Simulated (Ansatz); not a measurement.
# H₂LiNSi: single points off equilibrium

One table from this session's results is given with a row withheld; the runs are named, their logs left out.

The runs use Ansatz 0.2.0, Gaussian basis; single points in def2-TZVPP.

Cores are frozen in the correlated methods. The outer core shell of Li, Na, Mg and K is correlated.

## Where the work starts

SMILES `[Li][N]=[SiH2]`, 5 atoms, charge 0, spin multiplicity 1.

Atoms are counted from 1 here; the program's logs count them from 0.

Bond lengths: Li1–N2 1.725 Å, N2–Si3 1.591 Å, Si3–H4 1.489 Å, Si3–H5 1.492 Å. Angles: Li1–N2–Si3 178.5°, N2–Si3–H4 125.8°, N2–Si3–H5 128.1°, H4–Si3–H5 106.0°.

Geometry (Å):

| atom | x (Å) | y (Å) | z (Å) |
| --- | --- | --- | --- |
| Li1 | -2.5810 | 0.7317 | 0.2542 |
| N2 | -0.9334 | 0.2451 | 0.0931 |
| Si3 | 0.5976 | -0.1649 | -0.0442 |
| H4 | 1.1087 | -1.4670 | -0.5539 |
| H5 | 1.8028 | 0.6535 | 0.2765 |

The first run:

File run/in.yaml:

```yaml
crystal:
  periodic: [false, false, false]
  atoms:
    - {symbol: Li, position_ang: [-2.581000, 0.731700, 0.254200]}
    - {symbol: N, position_ang: [-0.933400, 0.245100, 0.093100]}
    - {symbol: Si, position_ang: [0.597600, -0.164900, -0.044200]}
    - {symbol: H, position_ang: [1.108700, -1.467000, -0.553900]}
    - {symbol: H, position_ang: [1.802800, 0.653500, 0.276500]}
basis:
  gaussian: {orbitals: def2-TZVPP}
correlation: {method: ccsd_t}
output: {forces: true}
```

The command line of these runs was not kept.

Steps of the session up to this table: CCSD(T)/def2-TZVPP; PBE0-D4/def2-TZVPP; wB97M-V/def2-TZVPP; r2SCAN-D4/def2-TZVPP; PBE-D4/def2-TZVPP; r2SCANh-D4/def2-TZVPP; SPW92/def2-TZVPP.

One table of the session follows, with a row left open; its other results are not shown here.

```
    method  RMS force component (eV/Å)  angle to CCSD(T) forces (°)  dipole (D)
   CCSD(T)                       0.058                    reference        5.26
   PBE0-D4                       0.222                         91.0        4.94
   wB97M-V                       0.263                         87.3        4.83
 r2SCAN-D4                           ?                            ?           ?
    PBE-D4                       0.138                         73.4        5.02
r2SCANh-D4                       0.223                         85.5        5.08
     SPW92                       0.205                         93.9        4.94
```

**Question.** Estimate the row for r2SCAN-D4.

As computed: RMS force component (eV/Å): 0.162; angle to CCSD(T) forces (°): 78.8; dipole (D): 5.14. In the column «RMS force component (eV/Å)» it lies between PBE-D4 (0.138) and SPW92 (0.205).
